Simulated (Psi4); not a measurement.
# C2HCl2F (SMILES FC=C(Cl)Cl) at 6 levels

Aim: a comparison of 6 runs (DSD-PBEP86/6-31G*, HSE06/6-31G*, wB97X-V/6-31G*, OMP2/6-31G*, MP3/6-31G*, CCSD(T)/6-31G*) of C2HCl2F. 

Program for the calculation: Psi4 1.11.

1 further run of the same task is left out (set aside as unsound or not needed).

**1. Starting point**

C2HCl2F: 6 atoms, total charge 0, spin state singlet. As SMILES, `FC=C(Cl)Cl`. The C3–Cl5 distance was set to 3.080 Å, away from the relaxed value. At this shape a bond of the SMILES string is far longer than usual.

Bond lengths: F1–C2 1.325 Å, C2–C3 1.326 Å, C3–Cl4 1.703 Å, C2–H6 1.082 Å. Angles: F1–C2–C3 121.8°, C2–C3–Cl4 122.7°, F1–C2–H6 114.8°, C3–C2–H6 123.4°. A long bond or contact: C3–Cl5 3.080 Å.

**2. A single-point energy at DSD-PBEP86/6-31G(d) (density fitting for correlation, spherical functions) (run 1)**

input.inp reads:

```
memory 2200 mb

molecule geom {
  F
  C 1 r2
  C 2 r3 1 a3
  Cl 3 r4 2 a4 1 d4
  Cl 3 r5 2 a5 1 d5
  H 2 r6 1 a6 3 d6

  r2 = 1.325206
  r3 = 1.326354
  a3 = 121.79508
  r4 = 1.703412
  a4 = 122.69012
  d4 = 0.00382
  r5 = 3.0795
  a5 = 120.15842
  d5 = -179.99564
  r6 = 1.081868
  a6 = 114.77961
  d6 = -179.99981
  symmetry c1
}

set globals {
  puream               true
  e_convergence        1e-09
  d_convergence        1e-08
  scf_type             pk
  dft_radial_points    99
  dft_spherical_points 590
  num_frozen_docc      13
}

e, wfn = energy("dsd-pbep86/6-31G*", return_wfn=True)
```

Run with:

```console
$ psi4 -n 1 input.inp input.out
```

input.out:

```text
[...]
  Running in c1 symmetry.
[...]
  Nuclear repulsion =  222.840150411852647
[...]
  Multiplicity = 1
[...]
  Nalpha       = 28
  Nbeta        = 28
[...]
    Number of basis functions: 80
[...]
   @RKS iter   1: -1095.26509216867794   -5.38502e-01   4.94260e-03 DIIS/ADIIS
[...]
   @RKS iter  15: -1095.41157163838602   -1.18234e-11   6.88361e-09 DIIS
[...]
    Orbital Energies [Eh]
    ---------------------
    Doubly Occupied:
       1A   -103.759484     2A   -103.653584     3A    -25.818588
       4A    -11.057398     5A    -11.035323     6A    -10.271059
       7A    -10.159271     8A     -7.837813     9A     -7.831953
      10A     -7.830868    11A     -7.726144    12A     -7.720015
      13A     -7.719975    14A     -1.561416    15A     -1.141077
      16A     -0.994179    17A     -0.926306    18A     -0.793558
      19A     -0.723347    20A     -0.677953    21A     -0.665643
      22A     -0.570990    23A     -0.533188    24A     -0.509394
      25A     -0.396154    26A     -0.382129    27A     -0.380470
      28A     -0.361591
[...]
  @RKS Final Energy: -1095.41157163838602
   => Energetics <=
    Nuclear Repulsion Energy =            222.8401504118526475
    One-Electron Energy =               -1954.7136565649050226
    Two-Electron Energy =                 658.5780348238001807
    DFT Exchange-Correlation Energy =     -22.1161003091338486
    Empirical Dispersion Energy =           0.0000000000000000
    VV10 Nonlocal Energy =                  0.0000000000000000
    Total Energy =                      -1095.4115716383860217
[...]
 Multipole Moments:
 ------------------------------------------------------------------------------------
     Multipole            Electronic (a.u.)      Nuclear  (a.u.)        Total (a.u.)
 ------------------------------------------------------------------------------------
 L = 1.  Multiply by 2.5417464519 to convert [e a0] to [Debye]
 Dipole X            :          0.0001093            0.0000345            0.0001439
 Dipole Y            :         -1.7206993            2.0215725            0.3008732
 Dipole Z            :         -1.8122983            0.0956460           -1.7166524
 Magnitude           :                                                    1.7428196
[...]
```

It took 8.4 s on 1 thread of Intel Xeon 6975P-C (Granite Rapids), shared host; peak memory 0.86 GiB.

**3. Energy and forces at HSE06/6-31G(d) (spherical functions) (run 2)**

input.in reads:

```
memory 2.2 GB

molecule {
  F      0.72935114    -5.24324733     2.59663676
  C      0.66379654    -2.84361641     1.88328405
  C     -0.44105074    -2.12986685    -0.25029234
  Cl    -1.86441135    -4.21075767    -2.25173907
  Cl    -0.50948906     3.48709272    -1.77037102
  H      1.57392643    -1.54185967     3.17045210
  units bohr
  symmetry c1
  no_reorient
  no_com
}

set {
  basis                6-31G*
  puream               true
  e_convergence        1e-09
  d_convergence        1e-08
  scf_type             pk
  dft_radial_points    99
  dft_spherical_points 590
}

gradient("hse06")
```

Run with:

```console
$ psi4 -i input.in -o input.out -n 1
```

input.out:

```text
[...]
  Running in c1 symmetry.
[...]
  Nuclear repulsion =  222.840122985682854
[...]
  Multiplicity = 1
[...]
  Nalpha       = 28
  Nbeta        = 28
[...]
    Number of basis functions: 80
[...]
   @RKS iter   1: -1096.21178575488693   -2.20089e-01   5.70699e-03 DIIS/ADIIS
[...]
   @RKS iter  14: -1096.38391794675613   -4.09273e-12   1.96249e-09 DIIS
[...]
  @RKS Final Energy: -1096.38391794675613
   => Energetics <=
    Nuclear Repulsion Energy =            222.8401229856828536
    One-Electron Energy =               -1955.3379390779878122
    Two-Electron Energy =                 695.6183987499831574
    DFT Exchange-Correlation Energy =     -59.5045006044344831
    Empirical Dispersion Energy =           0.0000000000000000
    VV10 Nonlocal Energy =                  0.0000000000000000
    Total Energy =                      -1096.3839179467561280
[...]
 Multipole Moments:
 ------------------------------------------------------------------------------------
     Multipole            Electronic (a.u.)      Nuclear  (a.u.)        Total (a.u.)
 ------------------------------------------------------------------------------------
 L = 1.  Multiply by 2.5417464519 to convert [e a0] to [Debye]
 Dipole X            :         31.0169404          -30.8817455            0.1351949
 Dipole Y            :         89.4778857          -90.8742893           -1.3964037
 Dipole Z            :         32.6249171          -32.0377383            0.5871787
 Magnitude           :                                                    1.5208549
[...]
  -Total Gradient:
     Atom            X                  Y                   Z
    ------   -----------------  -----------------  -----------------
       1        0.001591732236     0.002105022050     0.002291814343
       2       -0.005296424036    -0.028053584075    -0.002390900517
       3        0.013627562251     0.019632065088     0.019235926634
       4       -0.008408319422    -0.030581661999    -0.007267386313
       5       -0.000988839241     0.037862357599    -0.011181288514
       6       -0.000529862137    -0.000972578274    -0.000693427785
[...]
```

It took 29 s on 1 thread of Intel Xeon 6975P-C (Granite Rapids), shared host; peak memory 0.9 GiB.

Runs 3 to 4 aren't shown in full; the table further down has their settings and results.

**4. A single-point energy at MP3/6-31G(d) (spherical functions) (run 5)**

input.json reads:

```json
{
 "schema_name": "qcschema_input",
 "schema_version": 1,
 "molecule": {
  "schema_name": "qcschema_molecule",
  "schema_version": 2,
  "symbols": ["F", "C", "C", "Cl", "Cl", "H"],
  "geometry": [0.72935114, -5.24324733, 2.59663676, 0.66379654, -2.84361641, 1.88328405, -0.44105074, -2.12986685, -0.25029234, -1.86441135, -4.21075767, -2.25173907, -0.50948906, 3.48709272, -1.77037102, 1.57392643, -1.54185967, 3.1704521],
  "molecular_charge": 0,
  "molecular_multiplicity": 1,
  "fix_symmetry": "c1",
  "fix_com": true,
  "fix_orientation": true
 },
 "driver": "energy",
 "model": {
  "method": "mp3",
  "basis": "6-31G*"
 },
 "keywords": {
  "puream": true,
  "e_convergence": 1e-09,
  "d_convergence": 1e-08,
  "scf_type": "pk",
  "num_frozen_docc": 13,
  "mp_type": "conv"
 }
}
```

Run with:

```console
$ psi4 --qcschema input.json -n 1 --memory 2200MB
```

stdout:

```text
[...]
  Running in c1 symmetry.
[...]
  Nuclear repulsion =  222.840122985682854
[...]
  Multiplicity = 1
[...]
  Nalpha       = 28
  Nbeta        = 28
[...]
    Number of basis functions: 80
[...]
   @RHF iter   1: -1094.31787282086202   -6.84665e-01   5.39788e-03 DIIS/ADIIS
[...]
   @RHF iter  16: -1094.47903376870659   -3.63798e-12   7.27682e-09 DIIS
[...]
    Orbital Energies [Eh]
    ---------------------
    Doubly Occupied:
       1A   -104.917607     2A   -104.796427     3A    -26.388184
       4A    -11.445899     5A    -11.422560     6A    -10.654485
       7A    -10.526973     8A     -8.123069     9A     -8.119412
      10A     -8.118810    11A     -7.995165    12A     -7.992222
      13A     -7.992197    14A     -1.704866    15A     -1.239630
      16A     -1.090180    17A     -1.000682    18A     -0.873694
      19A     -0.799425    20A     -0.763019    21A     -0.731028
      22A     -0.640048    23A     -0.587604    24A     -0.556141
      25A     -0.441009    26A     -0.417323    27A     -0.416004
      28A     -0.379508
[...]
  @RHF Final Energy: -1094.47903376870659
   => Energetics <=
    Nuclear Repulsion Energy =            222.8401229856828536
    One-Electron Energy =               -1954.3719689997542446
    Two-Electron Energy =                 637.0528122453647484
    Total Energy =                      -1094.4790337687065858
[...]
 Multipole Moments:
 ------------------------------------------------------------------------------------
     Multipole            Electronic (a.u.)      Nuclear  (a.u.)        Total (a.u.)
 ------------------------------------------------------------------------------------
 L = 1.  Multiply by 2.5417464519 to convert [e a0] to [Debye]
 Dipole X            :         31.1133527          -30.8817455            0.2316072
 Dipole Y            :         89.0541548          -90.8742893           -1.8201345
 Dipole Z            :         32.9011465          -32.0377383            0.8634081
 Magnitude           :                                                    2.0278080
[...]
	SCS-MP2 Total Energy (a.u.)        : -1095.16902298940386
	SOS-MP2 Total Energy (a.u.)        : -1095.16032943219011
[...]
	SOS-PI-MP2 Total Energy (a.u.)     : -1095.21273679091951
[...]
	MP2 Total Energy (a.u.)            : -1095.18641010383180
[...]
	SCS-MP3 Total Energy (a.u.)        : -1095.17559517831751
[...]
	MP3 Total Energy (a.u.)            : -1095.21269885948595
[...]
```

The result, in JSON:

```text
{
 "driver": "energy",
 "model": {
  "method": "mp3",
  "basis": "6-31G*"
 },
 "success": true,
 "return_result": -1095.212698859486,
 "properties": {
  "calcinfo_nbasis": 80,
  "calcinfo_nmo": 80,
  "calcinfo_nalpha": 28,
  "calcinfo_nbeta": 28,
  "calcinfo_natom": 6,
  "nuclear_repulsion_energy": 222.84012298568285,
  "return_energy": -1095.212698859486,
  "scf_one_electron_energy": -1954.3719689997542,
  "scf_two_electron_energy": 637.0528122453647,
  "scf_dipole_moment": [0.2316072496473609, -1.820134515144872, 0.8634081261361999],
  "scf_total_energy": -1094.4790337687066,
  "scf_iterations": 16,
  "mp2_same_spin_correlation_energy": -0.1833027478302868,
  "mp2_opposite_spin_correlation_energy": -0.5240735872949436,
  "mp2_singles_energy": 0.0,
  "mp2_doubles_energy": -0.7073763351252305,
  "mp2_correlation_energy": -0.7073763351252182,
  "mp2_total_energy": -1095.1864101038318
 }
}
```

Run time: 5.1 s. Hardware: 1 thread of Intel Xeon 6975P-C (Granite Rapids), shared host; peak memory 0.42 GiB.

**5. The energy at CCSD(T)/6-31G(d) (spherical functions) (run 6)**

c2hcl2f.json reads:

```json
{
  "schema_name": "qcschema_input",
  "schema_version": 1,
  "molecule": {
    "schema_name": "qcschema_molecule",
    "schema_version": 2,
    "symbols": ["F", "C", "C", "Cl", "Cl", "H"],
    "geometry": [0.72935114, -5.24324733, 2.59663676, 0.66379654, -2.84361641, 1.88328405, -0.44105074, -2.12986685, -0.25029234, -1.86441135, -4.21075767, -2.25173907, -0.50948906, 3.48709272, -1.77037102, 1.57392643, -1.54185967, 3.1704521],
    "molecular_charge": 0,
    "molecular_multiplicity": 1,
    "fix_symmetry": "c1",
    "fix_com": true,
    "fix_orientation": true
  },
  "driver": "energy",
  "model": {
    "method": "ccsd(t)",
    "basis": "6-31G*"
  },
  "keywords": {
    "reference": "rhf",
    "puream": true,
    "e_convergence": 1e-09,
    "d_convergence": 1e-08,
    "scf_type": "pk",
    "num_frozen_docc": 13
  }
}
```

Run with:

```console
$ psi4 --qcschema c2hcl2f.json -n 1 --memory 2200MB
```

stdout:

```text
[...]
  Running in c1 symmetry.
[...]
  Nuclear repulsion =  222.840122985682854
[...]
  Multiplicity = 1
[...]
  Nalpha       = 28
  Nbeta        = 28
[...]
    Number of basis functions: 80
[...]
   @RHF iter   1: -1094.31787282086202   -6.84665e-01   5.39788e-03 ADIIS/DIIS
[...]
   @RHF iter  16: -1094.47903376870659   -3.63798e-12   7.27682e-09 DIIS
[...]
    Orbital Energies [Eh]
    ---------------------
    Doubly Occupied:
       1A   -104.917607     2A   -104.796427     3A    -26.388184
       4A    -11.445899     5A    -11.422560     6A    -10.654485
       7A    -10.526973     8A     -8.123069     9A     -8.119412
      10A     -8.118810    11A     -7.995165    12A     -7.992222
      13A     -7.992197    14A     -1.704866    15A     -1.239630
      16A     -1.090180    17A     -1.000682    18A     -0.873694
      19A     -0.799425    20A     -0.763019    21A     -0.731028
      22A     -0.640048    23A     -0.587604    24A     -0.556141
      25A     -0.441009    26A     -0.417323    27A     -0.416004
      28A     -0.379508
[...]
  @RHF Final Energy: -1094.47903376870659
   => Energetics <=
    Nuclear Repulsion Energy =            222.8401229856828536
    One-Electron Energy =               -1954.3719689997542446
    Two-Electron Energy =                 637.0528122453647484
    Total Energy =                      -1094.4790337687065858
[...]
 Multipole Moments:
 ------------------------------------------------------------------------------------
     Multipole            Electronic (a.u.)      Nuclear  (a.u.)        Total (a.u.)
 ------------------------------------------------------------------------------------
 L = 1.  Multiply by 2.5417464519 to convert [e a0] to [Debye]
 Dipole X            :         31.1133527          -30.8817455            0.2316072
 Dipole Y            :         89.0541548          -90.8742893           -1.8201345
 Dipole Z            :         32.9011465          -32.0377383            0.8634081
 Magnitude           :                                                    2.0278080
[...]
      * MP2 total energy                      = -1095.186410103838853
[...]
      * CCSD total energy                     = -1095.231007930680335
[...]
      * CCSD(T) total energy                  = -1095.275995276152571
[...]
```

The result, in JSON:

```text
{
 "driver": "energy",
 "model": {
  "method": "ccsd(t)",
  "basis": "6-31G*"
 },
 "success": true,
 "return_result": -1095.2759952761526,
 "properties": {
  "calcinfo_nbasis": 80,
  "calcinfo_nmo": 80,
  "calcinfo_nalpha": 28,
  "calcinfo_nbeta": 28,
  "calcinfo_natom": 6,
  "nuclear_repulsion_energy": 222.84012298568285,
  "return_energy": -1095.2759952761526,
  "scf_one_electron_energy": -1954.3719689997542,
  "scf_two_electron_energy": 637.0528122453647,
  "scf_dipole_moment": [0.2316072496473609, -1.820134515144872, 0.8634081261361999],
  "scf_total_energy": -1094.4790337687066,
  "scf_iterations": 16,
  "mp2_same_spin_correlation_energy": -0.1833027478303143,
  "mp2_opposite_spin_correlation_energy": -0.5240735872949434,
  "mp2_singles_energy": -4.209641859615568e-27,
  "mp2_doubles_energy": -0.7073763351252577,
  "mp2_correlation_energy": -0.7073763351252577,
  "mp2_total_energy": -1095.1864101038389,
  "ccsd_same_spin_correlation_energy": -0.16125497381185616,
  "ccsd_opposite_spin_correlation_energy": -0.5907191881548387,
  "ccsd_singles_energy": 0.0,
  "ccsd_doubles_energy": -0.7519741619666949,
  "ccsd_correlation_energy": -0.751974161966695,
  "ccsd_total_energy": -1095.2310079306803,
  "ccsd_iterations": 26,
  "ccsd_prt_pr_correlation_energy": -0.7969615074388474,
  "ccsd_prt_pr_total_energy": -1095.2759952761526
 }
}
```

It took 21 s on 1 thread of Intel Xeon 6975P-C (Granite Rapids), shared host; peak memory 0.42 GiB.

**6. Overview of the runs**

```tsv
run	level	task	fitting correlation	energy (Eh)	HOMO energy (eV)	LUMO energy (eV)	HOMO–LUMO gap (eV)	wall time
1	DSD-PBEP86/6-31G* (density fitting for correlation, spherical functions)	energy	density fitting	-1095.794293	-9.84	-4.18	5.66	8.4 s
2	HSE06/6-31G* (spherical functions)	gradient	–	-1096.383918	-7.77	-6.22	1.55	29 s
3	wB97X-V/6-31G* (spherical functions)	energy	–	-1096.606725	-10.51	-4.02	6.48	57 s
4	OMP2/6-31G* (density fitting for correlation, spherical functions)	energy	density fitting	-1095.209774	-10.33	-2.86	7.47	14 s
5	MP3/6-31G* (spherical functions)	energy	none	-1095.212699	-10.33	-2.86	7.47	5.1 s
6	CCSD(T)/6-31G* (spherical functions)	energy	none	-1095.275995	-10.33	-2.86	7.47	21 s
```

**7. Summary of results**

| quantity | value |
| --- | --- |
| run 6: total energy | -1095.27600 Eh |
| run 6: HOMO energy (Hartree–Fock orbitals) | -10.33 eV |
| run 6: LUMO energy (Hartree–Fock orbitals) | -2.86 eV |
| run 6: HOMO–LUMO gap (Hartree–Fock orbitals) | 7.47 eV |
| run 6: correlation energy (13 core orbitals frozen) | -797.0 mEh |
| run 6: (T) correction | -44.99 mEh |
| run 6: T1 diagnostic | 0.039 |

What this shows: Over runs 1, 2, 3 the HOMO–LUMO gap runs from 1.55 eV (HSE06/6-31G*) to 6.48 eV (wB97X-V/6-31G*). Totals of different functionals can't be ranked against each other. In run 6 the T1 diagnostic is large, so a single reference may not serve. In runs 1, 2, 3, 4, 5, 6 a closed-shell determinant meets a far-stretched bond, which it describes badly. All runs together took 2.2 min, the longest 57 s.
